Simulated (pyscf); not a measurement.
PySCF, gas phase, ωB97X-D3(BJ)/def2-SVP geometries.

Problem. PBE/def2-TZVP puts the barrier of •O–OH + ethylene (H₂C=CH₂) → oxygen (O=O) [triplet] + ethyl (•H₂C–CH₃) (hydrogen abstraction; doublet surface; H–O broken, C–H formed) at 0.44 eV and the reaction energy at +0.42 eV, from the separated reactants. What do r²SCAN/def2-TZVP, B3LYP-D3(BJ)/def2-TZVP, ωB97M-D3(BJ)/def2-TZVP give on the same structures?

Solution. r²SCAN: ΔE‡ = 0.54 eV, ΔE = +0.16 eV; B3LYP-D3(BJ): ΔE‡ = 0.90 eV, ΔE = +0.46 eV; ωB97M-D3(BJ): ΔE‡ = 1.32 eV, ΔE = +0.55 eV. PBE's barrier lies under all of them, by 0.10 to 0.88 eV. Its reaction energy lies among theirs. Low barriers are usual for a GGA, whose delocalisation error favours stretched bonds. On the reactant side the descent ends in a complex, 0.23 eV under the separated species and 1.48 eV under the saddle at ωB97X-D3(BJ)/def2-TZVP. The same reactants have a lower exit, to H₃C–CH₂–O–O• (barrier +0.46 eV at ωB97M-D3(BJ), against +1.32 eV here). One saddle was located; it need not be the lowest between these sides. The angle at the transferred H is 156°. An unrestricted DFT solution here is markedly spin-contaminated.
